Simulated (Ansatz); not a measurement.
Reactions of `CC(C)C(C)(C)C`.

Computed with Ansatz on PBE0-D4/def2-TZVP structures; ΔE is electronic, products minus reactants. CBS: MP2 limit from def2 TZ/QZ plus the TZ coupled-cluster correction, frozen cores. This one scheme is used for every species, atoms too. Functionals use def2-TZVPP. Open shells (•) are unrestricted, without spin–orbit coupling. Spin–orbit coupling would lower the free atoms: a little for C. One conformer a species, not always the lowest.

| reaction | CCSD(T)/CBS(def2) (kcal/mol) |
| --- | --- |
| `CC(C)C(C)(C)C` → `CCCCCCC` | ? |
| `CC(C)C(C)(C)C` → `CCC(C)C(C)C` | 1.7 |
| `CC(C)C(C)(C)C` → `CCC(C)(C)CC` | 0.2 |
| `CC(C)C(C)(C)C` → `CCCC(C)CC` | 1.8 |
| `CC(C)C(C)(C)C` → `CC(C)C(C)C` + `[CH2]` (triplet) | ? |
| `CC(C)C(C)(C)C` → 7 C• + 16 H• | 2186.6 |

**Question.** Fill in the missing values. (Best estimate.)

**Answer.** Computed: `CC(C)C(C)(C)C` → `CCCCCCC`: +2.7 kcal/mol; `CC(C)C(C)(C)C` → `CC(C)C(C)C` + `[CH2]` (triplet): +105.2 kcal/mol.

Largest T1 diagnostic: 0.011, for `[CH2]` (triplet).
